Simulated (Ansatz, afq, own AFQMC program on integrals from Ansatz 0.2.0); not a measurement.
**Atomization energy of CH4Ge, singlet**

```
atom    x (Å)    y (Å)    z (Å)
  Ge   0.0000  -0.0285   0.3488
   C   0.0000   0.0248  -1.6402
   H   0.0000   1.5666   0.4808
   H   0.0000  -0.9687  -2.0883
   H   0.8762   0.5814  -1.9908
   H  -0.8762   0.5814  -1.9908
```

Connectivity, by distances: GeH–CH3.

Atoms in their ground-state spins without spin–orbit coupling (mostly on UHF) minus the molecule (RHF), without zero-point energy. The geometry is a stationary point, not shown to be a minimum.

Basis cc-pVDZ. Noble-gas cores (and the filled d shells of Ga–Kr and In–Xe) are frozen. Ansatz 0.2.0 and our own AFQMC program on the same integrals; the CISD trial comes from CCSD amplitudes, and released means the phaseless constraint is let go. Free projection: walkers drawn from exp(T), propagated without any constraint. Its projection time is finite, and what remains of the start isn't in its error. ± is one standard error of the sampling. No spin–orbit coupling. The errors of all members are added in quadrature.

No full CI on the walks' own integrals is used here; CCSDT(Q) serves as the reference and is uncertain by about the last step of the cluster series. Each member takes its own surest rung, up to full CI.

The best estimate is CCSD(T) at the basis-set limit (CBS: def2-TZVPP and def2-QZVPP, with their diffuse functions for anions and beside diffuse sets, CCSD(T) itself extrapolated) plus the step from CCSD(T) to CCSDT(Q) in cc-pVDZ. Rows without CBS are in cc-pVDZ, the functionals in def2-TZVP; B2PLYP and the wave-function rows carry a basis error of their own. Core correlation and relativity beyond core potentials are missing, and ± holds the sampling alone.

Cautions: inner d shell frozen; no relativity below Rb; no spin-orbit coupling; CH₄Ge (singlet): restricted determinant unstable towards unrestricted (UHF 30 meV lower, ⟨S²⟩ 0.24); other spins of the molecule weren't checked.

Best estimate: 443.7 kcal/mol.

```
         level  atomization energy (kcal/mol)  error against the best estimate (kcal/mol)
            HF                          321.7                                      -121.9
           MP2                          407.3                                       -36.4
          CCSD                          407.4                                       -36.2
       CCSD(T)                          410.7                                       -32.9
         CCSDT                          410.9                                       -32.8
      CCSDT(Q)                          411.1                                       -32.6
 ph-AFQMC/CISD                    411.0 ± 0.2                                 -32.7 ± 0.2
released AFQMC                    411.4 ± 0.4                                 -32.2 ± 0.4
    free AFQMC                    411.2 ± 0.5                                 -32.4 ± 0.5
        HF/CBS                          328.0                                      -115.6
       MP2/CBS                          440.6                                        -3.0
   CCSD(T)/CBS                          443.3                                        -0.4
           PBE                          445.4                                         1.7
        r2SCAN                          442.9                                        -0.8
          PBE0                          440.6                                        -3.0
         B3LYP                          442.3                                        -1.3
       wB97M-V                          444.0                                         0.3
        B2PLYP                          436.6                                        -7.0
```

Correlation beyond CCSD(T) adds 0.4 kcal/mol. Going to the basis-set limit adds 32.6 kcal/mol at CCSD(T). The perturbative (T) step is worth +3.3 kcal/mol.

Best estimates are given only where the step beyond CCSD(T) is under 0.3 eV and no member's determinant is very poor (T1 over 0.05, or 0.07 for open shells, ⟨S²⟩ too high by 0.3, two states mixed), so the hardest cases are missing from such tables.

The functionals ran in a triple-zeta set and keep a basis error of their own, a few kJ/mol for each bond in atomization energies and more for double hybrids, so close places among them and the extrapolated levels can swap.

CCSDT and higher add their correlation energy to the determinant of the CCSD(T) run, since their own runs factorise the integrals more tightly (a shift of under 2 meV). Free projections are given only where their last times agree within the noise and don't stop above the reference; a slow remainder of the start can still hide under it. Each member of a difference takes its own highest rung, so a best estimate needn't equal the limit plus the step of one row. A walk keeps the symmetry of its determinant, which the program's search chose and which needn't be the lowest solution, so a lower state of the same spin and another symmetry isn't excluded. Released energies are given only where the last usable release times agree within the noise; a slower fall can still hide under it.
